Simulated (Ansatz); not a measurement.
Two shapes of singlet Si₂H₆.

Shape 1:

```xyz
8

Si   -0.0418   -0.0132   -1.1492
Si   -0.0316   -0.0076    1.2112
H     0.0047   -1.3861   -1.6431
H    -1.2580    0.7107   -1.6648
H     1.1772    0.6705   -1.6824
H    -0.0349    1.3847    1.6594
H    -1.1863   -0.7308    1.7180
H     1.2407   -0.7414    1.6725
```

Shape 2:

```xyz
8

Si    0.0000    0.0000   -1.2671
Si    0.0000    0.0000    1.2671
H     0.0000   -1.5158   -1.8249
H    -1.3128    0.7579   -1.8249
H     1.3128    0.7579   -1.8249
H     0.0000    1.5158    1.8249
H    -1.3128   -0.7579    1.8249
H     1.3128   -0.7579    1.8249
```

Basis set: 6-31G* (spherical functions). Frozen core: 10 orbitals. Charge 0, multiplicity 1.

Computed with Ansatz (development build ahead of 0.2.0); each method stands on the lowest determinant of its kind that the runs found.

Which shape is lower in energy, and by how much in each method?

```
 method  E(2) − E(1) (eV)
    RHF             1.071
RHF-MP2             0.920
```

Shape 1 is lower. Caution: no unrestricted run beside it, a lower state can exist.
